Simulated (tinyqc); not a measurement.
Worked calculation: coupled-perturbed Hartree-Fock on RHF in the sto-6g basis, for H2F+, spin multiplicity 1. Computed by tinyqc, a small Python program that keeps every step (integrals from PySCF). Settings: charge = 1, multiplicity = 1, basis = sto-6g, method = RHF, energy threshold = 1e-10, iteration cap = 60, orthogonalisation = symmetric, start = core, DIIS depth = 6. Command: `OMP_NUM_THREADS=1 python tinyqc.py 29243 29244 out.jsonl` (the two numbers bound the seeds that draw the settings). One thread of a shared host (Intel(R) Xeon(R) Processor @ 2.60GHz), about 0.3 s of CPU time with the checks. The early iterations of the SCF are left out here.

## One-electron integrals

Geometry (angstrom):
```
atom         x          y         z
F     0.000000   0.000000  0.000000
H     0.000000   0.951000  0.564000
H     0.000000  -0.951000  0.564000
```

Basis sto-6g: exponents (1/bohr^2) and contraction coefficients of normalised primitives:
```
element  l (shell)     exponent  coefficient
F            s (1)  1728.626574     0.009164
F            s (1)   316.941790     0.049361
F            s (1)    88.668891     0.168538
F            s (1)    30.460157     0.370563
F            s (1)    11.828570     0.416492
F            s (1)     4.871659     0.130334
F            s (2)    67.032281    -0.013253
F            s (2)    13.267438    -0.046992
F            s (2)     4.123510    -0.033785
F            s (2)     1.586463     0.250242
F            s (2)     0.689002     0.595117
F            s (2)     0.315820     0.240706
F            p (3)    67.032281     0.003760
F            p (3)    13.267438     0.037679
F            p (3)     4.123510     0.173897
F            p (3)     1.586463     0.418036
F            p (3)     0.689002     0.425860
F            p (3)     0.315820     0.101708
H            s (1)    35.523221     0.009164
H            s (1)     6.513144     0.049361
H            s (1)     1.822143     0.168538
H            s (1)     0.625955     0.370563
H            s (1)     0.243077     0.416492
H            s (1)     0.100112     0.130334
```

Overlap, kinetic and nuclear-attraction integrals over the contracted functions; the nuclear repulsion is the sum of Za Zb / Rab.

nuclear repulsion = 8.89311147 hartree

overlap S, lower triangle:
```
           1F 1s     1F 2s    1F 2px     1F 2py    1F 2pz     2H 1s     3H 1s
1F 1s   1.000000
1F 2s   0.232479  1.000000
1F 2px  0.000000  0.000000  1.000000
1F 2py  0.000000  0.000000  0.000000   1.000000
1F 2pz  0.000000  0.000000  0.000000   0.000000  1.000000
2H 1s   0.032755  0.336180  0.000000   0.240590  0.142684  1.000000
3H 1s   0.032755  0.336180  0.000000  -0.240590  0.142684  0.140083  1.000000
```

kinetic energy T (hartree), lower triangle:
```
            1F 1s     1F 2s    1F 2px     1F 2py    1F 2pz      2H 1s     3H 1s
1F 1s   37.397730
1F 2s   -1.143349  1.082297
1F 2px   0.000000  0.000000  3.251325
1F 2py   0.000000  0.000000  0.000000   3.251325
1F 2pz   0.000000  0.000000  0.000000   0.000000  3.251325
2H 1s   -0.005099  0.048939  0.000000   0.124298  0.073716   0.768522
3H 1s   -0.005099  0.048939  0.000000  -0.124298  0.073716  -0.010378  0.768522
```

nuclear attraction V (hartree), lower triangle:
```
             1F 1s       1F 2s      1F 2px      1F 2py      1F 2pz      2H 1s      3H 1s
1F 1s   -78.779662
1F 2s    -8.088241  -12.430666
1F 2px    0.000000    0.000000  -12.381676
1F 2py    0.000000    0.000000    0.000000  -12.489280
1F 2pz   -0.011176   -0.130494    0.000000    0.000000  -12.419523
2H 1s    -1.303594   -3.080321    0.000000   -1.911012   -1.163624  -5.738133
3H 1s    -1.303594   -3.080321    0.000000    1.911012   -1.163624  -0.926097  -5.738133
```

core Hamiltonian H = T + V (hartree), lower triangle:
```
             1F 1s       1F 2s     1F 2px     1F 2py     1F 2pz      2H 1s      3H 1s
1F 1s   -41.381932
1F 2s    -9.231590  -11.348369
1F 2px    0.000000    0.000000  -9.130351
1F 2py    0.000000    0.000000   0.000000  -9.237955
1F 2pz   -0.011176   -0.130494   0.000000   0.000000  -9.168197
2H 1s    -1.308693   -3.031382   0.000000  -1.786714  -1.089908  -4.969611
3H 1s    -1.308693   -3.031382   0.000000   1.786714  -1.089908  -0.936475  -4.969611
```

## Two-electron integrals

Functions are numbered as in S; the eight-fold symmetry (ij|kl) = (ji|kl) = (kl|ij) leaves the list below.

Two-electron integrals (ij|kl) in chemists' order, unique and non-zero (hartree):
```
(11|11) 5.406240    (21|11) 0.768129    (21|21) 0.138909    (22|11) 1.266271
(22|21) 0.283987    (22|22) 0.926367    (31|31) 0.029452    (32|31) 0.044681
(32|32) 0.204753    (33|11) 1.266273    (33|21) 0.283987    (33|22) 0.926366
(33|33) 0.998085    (41|41) 0.029452    (42|41) 0.044681    (42|42) 0.204753
(43|43) 0.053789    (44|11) 1.266273    (44|21) 0.283987    (44|22) 0.926366
(44|33) 0.890506    (44|44) 0.998085    (51|51) 0.029452    (52|51) 0.044681
(52|52) 0.204753    (53|53) 0.053789    (54|54) 0.053789    (55|11) 1.266273
(55|21) 0.283987    (55|22) 0.926366    (55|33) 0.890506    (55|44) 0.890506
(55|55) 0.998085    (61|11) 0.115249    (61|21) 0.019985    (61|22) 0.039989
(61|33) 0.039922    (61|41) 0.000748    (61|42) 0.001465    (61|44) 0.040072
(61|51) 0.000444    (61|52) 0.000869    (61|54) 0.000089    (61|55) 0.039975
(61|61) 0.002923    (62|11) 0.298563    (62|21) 0.067997    (62|22) 0.248307
(62|33) 0.244763    (62|41) 0.004249    (62|42) 0.032356    (62|44) 0.252627
(62|51) 0.002520    (62|52) 0.019189    (62|54) 0.004664    (62|55) 0.247529
(62|61) 0.009792    (62|62) 0.083278    (63|31) 0.007460    (63|32) 0.043033
(63|43) 0.006721    (63|53) 0.003986    (63|63) 0.012055    (64|11) 0.177574
(64|21) 0.041004    (64|22) 0.160049    (64|33) 0.153350    (64|41) 0.009672
(64|42) 0.062546    (64|44) 0.171716    (64|51) 0.001312    (64|52) 0.011573
(64|54) 0.006906    (64|55) 0.155081    (64|61) 0.006153    (64|62) 0.065886
(64|64) 0.063737    (65|11) 0.105312    (65|21) 0.024318    (65|22) 0.094919
(65|33) 0.090945    (65|41) 0.001312    (65|42) 0.011573    (65|44) 0.093866
(65|51) 0.008238    (65|52) 0.049896    (65|54) 0.008453    (65|55) 0.099945
(65|61) 0.003649    (65|62) 0.039074    (65|64) 0.030651    (65|65) 0.030232
(66|11) 0.468659    (66|21) 0.108742    (66|22) 0.457182    (66|33) 0.442273
(66|41) 0.008277    (66|42) 0.088545    (66|44) 0.475362    (66|51) 0.004909
(66|52) 0.052513    (66|54) 0.019624    (66|55) 0.453911    (66|61) 0.015762
(66|62) 0.201212    (66|64) 0.184480    (66|65) 0.109407    (66|66) 0.774999
(71|11) 0.115249    (71|21) 0.019985    (71|22) 0.039989    (71|33) 0.039922
(71|41) -0.000748   (71|42) -0.001465   (71|44) 0.040072    (71|51) 0.000444
(71|52) 0.000869    (71|54) -0.000089   (71|55) 0.039975    (71|61) 0.002882
(71|62) 0.009478    (71|64) 0.005470    (71|65) 0.003535    (71|66) 0.015117
(71|71) 0.002923    (72|11) 0.298563    (72|21) 0.067997    (72|22) 0.248307
(72|33) 0.244763    (72|41) -0.004249   (72|42) -0.032356   (72|44) 0.252627
(72|51) 0.002520    (72|52) 0.019189    (72|54) -0.004664   (72|55) 0.247529
(72|61) 0.009478    (72|62) 0.066420    (72|64) 0.036456    (72|65) 0.030198
(72|66) 0.128385    (72|71) 0.009792    (72|72) 0.083278    (73|31) 0.007460
(73|32) 0.043033    (73|43) -0.006721   (73|53) 0.003986    (73|63) 0.009259
(73|73) 0.012055    (74|11) -0.177574   (74|21) -0.041004   (74|22) -0.160049
(74|33) -0.153350   (74|41) 0.009672    (74|42) 0.062546    (74|44) -0.171716
(74|51) -0.001312   (74|52) -0.011573   (74|54) 0.006906    (74|55) -0.155081
(74|61) -0.005470   (74|62) -0.036456   (74|64) -0.011250   (74|65) -0.016261
(74|66) -0.065022   (74|71) -0.006153   (74|72) -0.065886   (74|74) 0.063737
(75|11) 0.105312    (75|21) 0.024318    (75|22) 0.094919    (75|33) 0.090945
(75|41) -0.001312   (75|42) -0.011573   (75|44) 0.093866    (75|51) 0.008238
(75|52) 0.049896    (75|54) -0.008453   (75|55) 0.099945    (75|61) 0.003535
(75|62) 0.030198    (75|64) 0.016261    (75|65) 0.022786    (75|66) 0.064054
(75|71) 0.003649    (75|72) 0.039074    (75|74) -0.030651   (75|75) 0.030232
(76|11) 0.085175    (76|21) 0.019608    (76|22) 0.078006    (76|33) 0.076681
(76|44) 0.078230    (76|51) 0.001170    (76|52) 0.010750    (76|55) 0.079106
(76|61) 0.002789    (76|62) 0.025939    (76|64) 0.018010    (76|65) 0.013926
(76|66) 0.066903    (76|71) 0.002789    (76|72) 0.025939    (76|74) -0.018010
(76|75) 0.013926    (76|76) 0.010176    (77|11) 0.468659    (77|21) 0.108742
(77|22) 0.457182    (77|33) 0.442273    (77|41) -0.008277   (77|42) -0.088545
(77|44) 0.475362    (77|51) 0.004909    (77|52) 0.052513    (77|54) -0.019624
(77|55) 0.453911    (77|61) 0.015117    (77|62) 0.128385    (77|64) 0.065022
(77|65) 0.064054    (77|66) 0.276845    (77|71) 0.015762    (77|72) 0.201212
(77|74) -0.184480   (77|75) 0.109407    (77|76) 0.066903    (77|77) 0.774999
```

## Orthogonalisation

S = U s U^T; symmetric (Loewdin) form X = U s^(-1/2) U^T, so that X^T S X = 1.

eigenvalues of S: 0.510382  0.582579  0.910148  1.000000  1.077967  1.277339  1.641586

X, lower triangle:
```
            1F 1s      1F 2s    1F 2px     1F 2py     1F 2pz      2H 1s     3H 1s
1F 1s    1.022269
1F 2s   -0.130115   1.117603
1F 2px   0.000000   0.000000  1.000000
1F 2py   0.000000   0.000000  0.000000   1.054598
1F 2pz  -0.004041   0.040069  0.000000   0.000000   1.016639
2H 1s    0.015100  -0.183343  0.000000  -0.147296  -0.076419   1.087727
3H 1s    0.015100  -0.183343  0.000000   0.147296  -0.076419  -0.052634  1.087727
```

## Iteration 8 (converged): orbitals

converged F (hartree), lower triangle:
```
             1F 1s      1F 2s     1F 2px     1F 2py     1F 2pz      2H 1s      3H 1s
1F 1s   -26.892786
1F 2s    -6.513908  -3.438430
1F 2px    0.000000   0.000000  -0.997941
1F 2py    0.000000   0.000000   0.000000  -0.905720
1F 2pz   -0.019481  -0.081848   0.000000   0.000000  -0.945452
2H 1s    -0.925516  -0.979414   0.000000  -0.490632  -0.337440  -0.719142
3H 1s    -0.925516  -0.979414   0.000000   0.490632  -0.337440  -0.245861  -0.719142
```

Diagonalise F' = X^T F X, C = X C', fill 5 alpha and 5 beta electrons from the bottom; D = 2 C_occ C_occ^T. Each column has its largest component positive (the first on a tie).

F' = X^T F X (hartree), lower triangle:
```
            1          2          3          4          5          6          7
1  -26.478956
2   -3.199918  -2.204727
3    0.000000   0.000000  -0.997941
4    0.000000   0.000000   0.000000  -0.723003
5   -0.031028   0.028931   0.000000   0.000000  -0.883090
6   -0.118416  -0.407045   0.000000  -0.391145  -0.237974  -0.376743
7   -0.118416  -0.407045   0.000000   0.391145  -0.237974  -0.051623  -0.376743
```

orbital energies (hartree): MO1 -26.895909, MO2 -1.990006, MO3 -1.111911, MO4 -1.013957, MO5 -0.997941, MO6 -0.095269, MO7 0.063788

coefficients C:
```
              MO1        MO2        MO3        MO4       MO5        MO6        MO7
1F 1s    0.997161  -0.239939   0.000000   0.051713  0.000000   0.088660   0.000000
1F 2s    0.012526   0.965877   0.000000  -0.276839  0.000000  -0.570164   0.000000
1F 2px   0.000000   0.000000   0.000000   0.000000  1.000000   0.000000   0.000000
1F 2py   0.000000   0.000000   0.742911   0.000000  0.000000   0.000000   0.776951
1F 2pz   0.001345   0.078877   0.000000   0.889997  0.000000  -0.498537   0.000000
2H 1s   -0.002064   0.074871   0.343274   0.214303  0.000000   0.723779  -0.744359
3H 1s   -0.002064   0.074871  -0.343274   0.214303  0.000000   0.723779   0.744359
```

D after iteration 8, lower triangle:
```
            1F 1s      1F 2s    1F 2px     1F 2py    1F 2pz      2H 1s     3H 1s
1F 1s    2.109150
1F 2s   -0.467155   2.019431
1F 2px   0.000000   0.000000  2.000000
1F 2py   0.000000   0.000000  0.000000   1.103833
1F 2pz   0.056879  -0.340366  0.000000   0.000000  1.596636
2H 1s   -0.017881   0.025926  0.000000   0.510044  0.393264   0.338746
3H 1s   -0.017881   0.025926  0.000000  -0.510044  0.393264  -0.132603  0.338746
```

## Convergence

Stop when the energy changes by less than 1e-10 hartree and every element of the error matrix X^T (F D S - S D F) X is below 3e-06.

Course of the cycle:
```
iteration   E (hartree)     change  largest element of the error matrix
1          -98.79811572          -                             5.05e-01
2          -99.75405259  -9.56e-01                             3.36e-02
3          -99.75647107  -2.42e-03                             1.17e-02
4          -99.75675438  -2.83e-04                             3.43e-03
5          -99.75677963  -2.52e-05                             1.05e-03
6          -99.75678067  -1.04e-06                             1.97e-04
7          -99.75678073  -5.94e-08                             3.01e-07
8          -99.75678073  -1.14e-13                             1.86e-09
```

PySCF RHF in the same basis = -99.75678073 hartree

Converged in 8 iterations.

## Integrals over molecular orbitals

(pq|rs) = sum C_ip C_jq C_kr C_ls (ij|kl), one index at a time.

one-electron integrals over orbitals h = C^T H C (hartree), lower triangle:
```
            1          2          3          4          5          6          7
1  -41.368695
2    0.709645  -9.641919
3    0.000000   0.000000  -7.871692
4   -0.144590   0.346583   0.000000  -8.627512
5    0.000000   0.000000   0.000000   0.000000  -9.130351
6   -0.263875   1.278732   0.000000   1.437761   0.000000  -5.379846
7    0.000000   0.000000  -2.248091   0.000000   0.000000   0.000000  -5.912557
```

Two-electron integrals over orbitals (pq|rs), unique and non-zero (hartree):
```
(11|11) 5.381807    (21|11) -0.522085   (21|21) 0.081928    (22|11) 1.230706
(22|21) -0.021977   (22|22) 0.863873    (31|31) 0.017579    (32|31) 0.025327
(32|32) 0.152596    (33|11) 0.970232    (33|21) -0.007813   (33|22) 0.745843
(33|33) 0.713375    (41|11) 0.114358    (41|21) -0.015799   (41|22) 0.011289
(41|33) 0.003926    (41|41) 0.028384    (42|11) -0.091578   (42|21) 0.007106
(42|22) -0.007246   (42|33) -0.006745   (42|41) 0.031217    (42|42) 0.164471
(43|31) -0.002860   (43|32) 0.008529    (43|43) 0.047666    (44|11) 1.157698
(44|21) -0.013339   (44|22) 0.822324    (44|33) 0.700574    (44|41) -0.009638
(44|42) -0.082191   (44|44) 0.880396    (51|51) 0.030368    (52|51) 0.039359
(52|52) 0.184583    (53|53) 0.037202    (54|51) -0.007997   (54|52) -0.029468
(54|54) 0.052215    (55|11) 1.265984    (55|21) -0.013687   (55|22) 0.886936
(55|33) 0.734076    (55|41) 0.002845    (55|42) -0.048620   (55|44) 0.832352
(55|55) 0.998085    (61|11) 0.202603    (61|21) -0.033221   (61|22) 0.005470
(61|33) 0.002024    (61|41) -0.005888   (61|42) -0.018220   (61|44) 0.010943
(61|55) 0.005030    (61|61) 0.019448    (62|11) -0.273478   (62|21) 0.007940
(62|22) -0.136418   (62|33) -0.082721   (62|41) -0.016764   (62|42) -0.045131
(62|44) -0.098999   (62|55) -0.141118   (62|61) 0.004126    (62|62) 0.068701
(63|31) -0.003486   (63|32) 0.026565    (63|43) 0.019602    (63|63) 0.073005
(64|11) -0.273240   (64|21) 0.003293    (64|22) -0.149825   (64|33) -0.085913
(64|41) -0.006142   (64|42) 0.005434    (64|44) -0.154864   (64|55) -0.153105
(64|61) 0.001399    (64|62) 0.058509    (64|64) 0.076832    (65|51) -0.012649
(65|52) -0.049093   (65|54) -0.009850   (65|65) 0.023104    (66|11) 0.656100
(66|21) -0.005355   (66|22) 0.543096    (66|33) 0.532891    (66|41) 0.013993
(66|42) 0.062179    (66|44) 0.518360    (66|55) 0.522386    (66|61) -0.004177
(66|62) -0.044202   (66|64) -0.022249   (66|66) 0.528726    (71|31) 0.017034
(71|32) 0.023674    (71|43) -0.002859   (71|63) -0.003156   (71|71) 0.016517
(72|31) 0.017900    (72|32) 0.071637    (72|43) -0.018956   (72|63) -0.023569
(72|71) 0.016792    (72|72) 0.057973    (73|11) 0.433081    (73|21) -0.007867
(73|22) 0.222836    (73|33) 0.166415    (73|41) -0.001035   (73|42) -0.051994
(73|44) 0.206290    (73|55) 0.239370    (73|61) 0.004311    (73|62) -0.067498
(73|64) -0.089349   (73|66) 0.013374    (73|73) 0.164560    (74|31) -0.006391
(74|32) -0.049532   (74|43) 0.007038    (74|63) -0.044357   (74|71) -0.006187
(74|72) -0.010882   (74|74) 0.046271    (75|53) 0.025770    (75|75) 0.020020
(76|31) -0.009249   (76|32) -0.089537   (76|43) -0.050532   (76|63) -0.091702
(76|71) -0.008821   (76|72) 0.002201    (76|74) 0.060107    (76|76) 0.167932
(77|11) 0.778404    (77|21) -0.007219   (77|22) 0.599469    (77|33) 0.597463
(77|41) 0.002684    (77|42) 0.005713    (77|44) 0.577571    (77|55) 0.587937
(77|61) 0.002097    (77|62) -0.042328   (77|64) -0.031216   (77|66) 0.524092
(77|73) 0.070938    (77|77) 0.562814
```

## Response to a field: uncoupled start

dipole integrals <a|z|i> (bohr):
```
           i1        i2         i3        i4        i5
a6  -0.026051  0.024125   0.000000  0.365977  0.000000
a7   0.000000  0.000000  -0.524989  0.000000  0.000000
```

Field along z; U_ai = -mu_ai / (e_a - e_i), alpha = -4 sum U_ai mu_ai.

uncoupled U:
```
          i1         i2        i3         i4        i5
a6  0.000972  -0.012733  0.000000  -0.398370  0.000000
a7  0.000000   0.000000  0.446534   0.000000  0.000000
```

uncoupled polarisability = 1.522208 bohr^3

## Coupled step 1

U_ai = -(mu_ai + sum_bj [4 (ai|bj) - (ab|ij) - (aj|bi)] U_bj) / (e_a - e_i); alpha = -4 sum U_ai mu_ai.

U after step 1:
```
          i1        i2        i3         i4        i5
a6  0.000363  0.045798  0.000000  -0.394021  0.000000
a7  0.000000  0.000000  0.395280   0.000000  0.000000
```

polarisability = 1.402499 bohr^3

## Coupled step 2

As before.

U after step 2:
```
          i1        i2        i3         i4        i5
a6  0.000369  0.051710  0.000000  -0.414532  0.000000
a7  0.000000  0.000000  0.399552   0.000000  0.000000
```

polarisability = 1.440927 bohr^3

## Coupled polarisability

Repeat until U stops changing; compare with -d2E/dF2.

Course of the coupled iterations:
```
step  alpha (bohr^3)
0           1.522208
1           1.402499
2           1.440927
3           1.442192
4           1.444089
5           1.444585
6           1.444822
7           1.444922
8           1.444969
9           1.444991
10          1.445001
11          1.445006
12          1.445008
13          1.445009
14          1.445010
15          1.445010
16          1.445010
17          1.445010
18          1.445010
19          1.445010
20          1.445010
21          1.445010
22          1.445010
```

coupled polarisability = 1.445010 bohr^3

finite-field check, fields of +/-0.001 au = 1.445011 bohr^3
